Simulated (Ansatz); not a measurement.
# C2N: the cost of one run

Program: Ansatz 0.2.0, Gaussian basis. Level of theory: def2-QZVPP, core rule «outside noble gas», up to 3 orbitals frozen. These are calculated values, not measurements.

The runs, in order: UHF; ROHF; CCSD(T) on UHF.

## 1. The system

The geometry is a PBE0/def2-TZVP stationary point (not a proven minimum) of the parent state, kept for this charge and spin.

3 atoms, charge 0, spin multiplicity 6.

Atoms are counted from 1 here; the program's logs count them from 0.

Bond lengths: C1–C2 1.310 Å, C2–N3 1.190 Å. Angles: C1–C2–N3 180.0°.

## 2. UHF

The input, in.yaml:

```yaml
crystal:
  periodic: [false, false, false]
  atoms:
    - {symbol: C, position_ang: [0.000000, 0.000000, 1.269867]}
    - {symbol: C, position_ang: [0.000000, 0.000000, -0.039833]}
    - {symbol: N, position_ang: [0.000000, 0.000000, -1.230033]}
basis:
  gaussian: {orbitals: "def2-QZVPP.json"}
magnetization: {spin_polarized: true, initial_magnetization: 5}
hamiltonian: {xc: hf}
output: {orbitals: {seedname: orbitals}}
```

Launch:

```
> ansatz run in.yaml --threads 1 --pin off --events-out ev --progress --plain --max-ram 2393MiB
```

Q: Estimate wall time and peak memory on 1 thread of Arm Neoverse V1, shared host.

About 11 s, with a peak of 0.3 GiB.
